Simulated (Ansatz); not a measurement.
This script drives Ansatz 0.2.0, Python API.

`adiabatic.py`
```python
# -*- coding: utf-8 -*-
"""How CH2N2 relaxes after losing an electron."""

import itertools

import ansatz as az
from ase.data import atomic_numbers, covalent_radii
import numpy as np

BASIS = "cc-pVDZ"
FUNCTIONAL = "b3lyp"
NET_CHARGE = 1

geometry_ang = [
    ("N", (0.4924, -1.3353, 1.3747)),
    ("C", (0.2192, -0.554, 0.5021)),
    ("N", (-0.0798, 0.313, -0.4916)),
    ("H", (-0.8403, 0.2241, -1.0167)),
    ("H", (0.2584, 1.2786, -0.4099)),
]
system = az.Crystal.molecule()
for symbol, xyz in geometry_ang:
    system = system.atom(symbol, xyz)

calc = (
    system.calculation()
    .basis(gaussian=BASIS)
    .functional(FUNCTIONAL)
)
symbols = [site.symbol for site in system.cartesian_sites]
start = np.array([site.position_ang for site in system.cartesian_sites], dtype=float)
data = calc.relax(force_tolerance=0.01, max_steps=100).run().report
end = np.array(data["positions_ang"])

minimum = az.Crystal.molecule()
for symbol, place in zip(symbols, end):
    minimum = minimum.atom(symbol, place.tolist())
ion = (
    minimum.calculation()
    .basis(gaussian=BASIS)
    .functional(FUNCTIONAL)
    .charge(NET_CHARGE)
    .spin("collinear", total=1)
)
vertical = ion.run().report
settled = ion.relax(force_tolerance=0.01, max_steps=80).run().report
print(f"vertical ionisation energy   {vertical['free_energy_ev'] - data['free_energy_ev']:.3f} eV")
print(f"adiabatic, no zero point     {settled['free_energy_ev'] - data['free_energy_ev']:.3f} eV")
print(f"relaxation energy of the ion {vertical['free_energy_ev'] - settled['free_energy_ev']:.3f} eV")
ionised = np.array(settled["positions_ang"])
# pairs closer than 1.2 times the sum of covalent radii, before or after
radius = [covalent_radii[atomic_numbers[s]] for s in symbols]
span = lambda where, i, j: np.linalg.norm(where[i] - where[j])
bonded = [(i, j) for i, j in itertools.combinations(range(len(symbols)), 2) if min(span(end, i, j), span(ionised, i, j)) < 1.2 * (radius[i] + radius[j])]
print("pair        before    after (A)")
for i, j in bonded:
    print(f"{symbols[i]}{i}-{symbols[j]}{j}".ljust(10), f"{span(end, i, j):8.4f} {span(ionised, i, j):8.4f}")
```

It is started by `python adiabatic.py`. How long does it take on 1 thread of Arm Neoverse V1, on a shared host, and how much memory does it need?

It took about 22 s, with a peak of 0.19 GiB, for 3 runs of the engine.

```console
$ python adiabatic.py
vertical ionisation energy   10.583 eV
adiabatic, no zero point     10.138 eV
relaxation energy of the ion 0.446 eV
pair        before    after (A)
N0-C1        1.1662   1.2007
C1-N2        1.3507   1.2863
N2-H3        1.0190   1.0333
N2-H4        1.0189   1.0333
```

The energies are electronic: no zero-point or thermal terms, and the basis set is short of its limit. The product may relax into another structure. The relaxation finds the nearest minimum, so the adiabatic value is an upper bound. b3lyp holds the VWN-RPA fit, as in Gaussian; the form of ORCA and Turbomole is b3lyp5.
